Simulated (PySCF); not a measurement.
water cation (H₂O), SMILES O (connectivity only; charge and spin as stated), charge +1, multiplicity 2. The structure is a stationary point at B3LYP-D3(BJ)/def2-TZVPD. The multiplicity is an assumed one; other spin states were not compared.

Computed with B3LYP-D3(BJ)/def2-TZVPD (PySCF 2.14.0).

Harmonic wavenumbers (cm⁻¹): 1439, 3310, 3354. Rotational constants (GHz): 838.8, 368.6, 256.1; symmetry number 2.

Problem. Work out the zero-point energy and the ideal-gas rigid-rotor harmonic-oscillator thermochemistry at 298.15 K and 1 atm.

Solution. ZPE = ½ Σ hcν = ½ × 8103 cm⁻¹ = 11.58 kcal/mol. H − E(el) = 13.96 kcal/mol. Entropy in cal/(mol K): translation 34.61, rotation 10.71, vibration 0.02, spin 1.38, total 46.71. G − E(el) = 0.03 kcal/mol. Cp = 8.04 cal/(mol K).
